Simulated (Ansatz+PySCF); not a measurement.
**singlet Li2 in separate pieces: levels of theory in one basis**

```xyz
2

Li    0.0000    0.0000   -4.1807
Li    0.0000    0.0000    4.1807
```

Basis set: cc-pVDZ (spherical functions). All electrons are correlated. Charge 0, multiplicity 1.

Computed with Ansatz (development build ahead of 0.2.0); each method stands on the lowest determinant of its kind that the runs found. NEVPT2 correlates all electrons. Active spaces start from the frontier orbitals, and the lowest solution found is given.

| method | E − E(RHF) (eV) | <S²> of the determinant |
| --- | --- | --- |
| RHF | 0.00 | 0.00 |
| UHF | -2.05 | 1.00 |
| UHF-MP2 | -2.06 | 1.00 |
| RHF-CCSD | -2.06 | – |
| RHF-CCSD(T) | -2.07 | – |
| UHF-CCSD(T) | -2.06 | 1.00 |
| full CI (lowest root of this spin) | -2.06 | – |
| CASSCF(2,2) | -2.05 | – |
| SC-NEVPT2(2,2) | -2.06 | – |

(1) What does RHF-MP2 give on the same scale?

(2) Is a single determinant a sound starting point here?

Answers

(1) -1.40 eV.

At such a shape the full CI root can have another spatial symmetry than the determinants, so the rows needn't describe one state.

(2) It is doubtful. Unrestricted orbitals lower Hartree–Fock by 2.05 eV and <S²> is 1.00 where a pure state has 0.00, a sign of strong static correlation. The CASSCF(2,2) natural occupations are 1.03, 0.97.

Caution for RHF, RHF-MP2, RHF-CCSD, RHF-CCSD(T): an unrestricted determinant lies well below. Caution for UHF, UHF-MP2, UHF-CCSD(T): the unrestricted determinant is a mixture of spin states; the determinant breaks the point group. Caution for RHF-MP2, RHF-CCSD: large amplitudes, a single reference is doubtful. Caution for UHF-MP2, UHF-CCSD(T): bonds are stretched, where a single reference can fail. Caution for RHF-CCSD(T): very large amplitudes, the method is breaking down; the amplitudes may be one of several solutions.
